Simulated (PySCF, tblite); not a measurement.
Isomers of C3H3F2 (doublet state), one GFN2-xTB conformer each. Single-point energies are computed at B3LYP/pcH-1 (PySCF, gas phase, no added dispersion term), electronic only. GFN2-xTB treats the open shell by occupation alone, and not every SCF solution was tested for stability.

**Question.** Rank them by B3LYP/pcH-1 energy, lowest first (kcal/mol).
A. `[CH2:1]=[C:2][CH:3]([F:4])[F:5]` (doublet state) with C1–C2–C3–F4 -2°
B. `[CH2:1]/[C:2]([F:3])=[CH:4]\[F:5]` (doublet state) with H–C1–C2–F3 180° and 0°

**Answer.** B (0.0), A (20.3).

As drawn, the higher has two fluorines on one carbon, which the lower lacks. GFN2-xTB itself gives, in the same order: 0.0, 25.4. Both levels put the same isomer lowest.

**Question.** What happens when harmonic zero-point energies from GFN2-xTB frequencies are added?

**Answer.** 
| SMILES | ZPE (kcal/mol) | electronic (kcal/mol) | with ZPE (kcal/mol) |
| --- | --- | --- | --- |
| [CH2]/C(F)=C\F | 31.0 | 0.0 | 0.0 |
| C=[C]C(F)F | 30.3 | 20.3 | 19.5 |

The zero-point energies span 0.7 kcal/mol. The order is unchanged.
